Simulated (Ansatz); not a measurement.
in.yaml

```yaml
crystal:
  periodic: [false, false, false]
  atoms:
    - {symbol: Si, position_ang: [0.000000, 0.000000, 1.658754]}
    - {symbol: B, position_ang: [0.000000, 0.000000, -0.236394]}
    - {symbol: H, position_ang: [0.000000, 0.000000, -1.422360]}
basis:
  gaussian: {orbitals: def2-TZVP}
magnetization: {spin_polarized: false}
correlation: {method: bccd_t, electrons: outside_noble_gas}
```

```sh
$ ansatz run in.yaml --threads 1 --pin off --events-out ev --progress --plain --max-ram 2393MiB
```

Output:

```
462 factors; integrals over basis functions are off by at most 1.2e-3 eV
mean field evaluation 1: about -8545.1700 eV, gradient 1.0e1 eV
mean field evaluation 2: about -8545.1730 eV, gradient 1.0e1 eV
mean field evaluation 4: about -8545.8236 eV, gradient 1.3e0 eV
mean field evaluation 8: about -8545.8322 eV, gradient 4.3e-3 eV
mean field evaluation 16: about -8545.8285 eV, gradient 2.6e-1 eV
mean field evaluation 32: about -8545.8319 eV, gradient 2.8e-1 eV
mean field evaluation 64: about -8532.7109 eV, gradient 2.5e0 eV
mean field -8545.83224940 eV, -314.0535425924 hartree, gradient 9.2e-6 eV, S^2 0.000000; 2 other end points of the search recorded, 0 dependent functions left out; unrestricted orbitals would lower it
mean field evaluation 96: about -8546.7033 eV, gradient 7.8e-1 eV
6 core orbitals not correlated: weight in the atoms' cores, before any rotation towards them, 1.000 or more for the frozen orbitals, at most 0.000 for the correlated occupied ones
reference -8545.83224940 eV, -314.0535425924 hartree; 4, 4 occupied and 64, 64 virtual orbitals, 462 factors
second order -4.61412232 eV of doubles, -0.00000000 eV of singles
cycle   1  -5.23737624 eV  change   -6.2e-1 eV  update   8.1e-2
cycle   2  -5.51388077 eV  change   -2.8e-1 eV  update   3.6e-2
cycle   3  -5.55643234 eV  change   -4.3e-2 eV  update   1.7e-2
cycle   4  -5.56000419 eV  change   -3.6e-3 eV  update   8.8e-3
cycle   5  -5.56168004 eV  change   -1.7e-3 eV  update   5.4e-3
cycle   6  -5.56341863 eV  change   -1.7e-3 eV  update   3.6e-3
cycle   7  -5.56525580 eV  change   -1.8e-3 eV  update   1.8e-3
cycle   8  -5.56551585 eV  change   -2.6e-4 eV  update   7.0e-4
cycle   9  -5.56528523 eV  change    2.3e-4 eV  update   3.3e-4
cycle  10  -5.56523931 eV  change    4.6e-5 eV  update   1.4e-4
cycle  11  -5.56527794 eV  change   -3.9e-5 eV  update   5.3e-5
cycle  12  -5.56527597 eV  change    2.0e-6 eV  update   1.5e-5
cycle  13  -5.56527209 eV  change    3.9e-6 eV  update   5.6e-6
cycle  14  -5.56526747 eV  change    4.6e-6 eV  update   1.9e-6
perturbative correction -0.29572795 eV, -0.0108678018 hartree
Total energy: -8551.69324483 eV, -314.2689302015 hartree
```

Ran on 1 thread of Arm Neoverse V2, shared host: 1.3 s wall, 0.16 GiB peak host memory.
